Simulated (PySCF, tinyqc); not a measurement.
Ways to converge the cycle: SCF convergence aids in the sto-3g basis, for BH, spin multiplicity 1. Computed by the program tinyqc with PySCF. RHF with one setting changed at a time; a run stops when the energy changes by less than 1e-09 hartree and the error matrix is below 1e-5. The start is the core Hamiltonian. Damping d keeps d of the old density; a shift (hartree) raises the virtual levels; DIIS n extrapolates F over n matrices.

Geometry (angstrom):
```
atom       x       y       z
B     0.0000  0.0000  0.0000
H     0.0000  0.0000  1.4210
```

lowest restricted solution found by these runs and by PySCF = -24.734969 hartree

Largest element of the error matrix X^T (FDS - SDF) X:
```
iteration    plain  damping 0.3  damping 0.6  shift 0.4   DIIS 3   DIIS 8
1          5.9e-01      5.9e-01      5.9e-01    5.9e-01  5.9e-01  5.9e-01
2          6.8e-02      2.3e-01      4.1e-01    3.8e-01  6.8e-02  6.8e-02
3          2.0e-02      7.5e-02      2.7e-01    1.4e-01  1.9e-02  1.9e-02
4          6.2e-03      3.0e-02      1.7e-01    4.7e-02  1.3e-03  1.3e-03
5          2.0e-03      1.4e-02      1.1e-01    1.6e-02  3.3e-05  1.1e-05
6          6.3e-04      6.7e-03      6.5e-02    5.8e-03  5.5e-07  9.4e-07
8          6.6e-05      1.7e-03      2.4e-02    7.5e-04        -        -
10         6.8e-06      4.6e-04      1.1e-02    1.1e-04        -        -
14               -      3.5e-05      2.6e-03    9.1e-06        -        -
20               -            -      3.4e-04          -        -        -
30               -            -      1.4e-05          -        -        -
```

How each run ends:
```
run          iterations  E (hartree)         state
plain                10   -24.734969  lowest found
damping 0.3          19   -24.734969  lowest found
damping 0.6          41   -24.734969  lowest found
shift 0.4            14   -24.734969  lowest found
DIIS 3                7   -24.734969  lowest found
DIIS 8                6   -24.734969  lowest found
```

What does the comparison show, and why?

6 of 6 runs reach the lowest restricted solution found, in 6 to 41 iterations (fastest: DIIS 8). Plain steps already contract here, so damping only slows them. DIIS 3 and DIIS 8 gain by cancelling the error over several earlier matrices, much as a quasi-Newton step does. The restricted reference is unstable here: a spin-polarised solution lies 0.0078 hartree lower (PySCF), so results built on it describe a poor reference.
